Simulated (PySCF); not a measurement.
# Silicon: a sound run and one with changed settings

Sound run: Si [Ne] 3s2 3p2, Si⁺ [Ne] 3s2 3p1. Calculation: PySCF 2.14, in def2-SVP (4s3p1d, 18 functions); no relativity, point nucleus. In the sound run the correlated levels freeze [Ne]. The sound run starts from symmetry-adapted Hartree-Fock orbitals and uses a fine grid where one is needed.

A second run was set up differently.

| species | method | sound run (hartree) | changed run (hartree) | converged |
| --- | --- | --- | --- | --- |
| Si | MP2 | -288.79662 | -288.75718 | yes |
| Si | CCSD(T) | -288.81556 | -288.75892 | yes |

Ionisation energy of Si:

| method | sound run (eV) | changed run (eV) |
| --- | --- | --- |
| UHF | 7.645 | 7.645 |
| MP2 | 7.870 | 7.756 |
| SCS-MP2 | 7.803 | 7.682 |
| CCSD | 7.875 | 7.803 |
| CCSD(T) | 7.884 | 7.803 |
| CCSDT | n/a | 7.803 |
| FCI | n/a | 7.803 |

(1) What was changed?
A. too few SCF iterations
B. minimal basis
C. a valence shell is frozen
D. all electrons correlated in a valence basis

Answers

(1) C. Freezing a valence shell removes pair correlation that changes on ionisation.
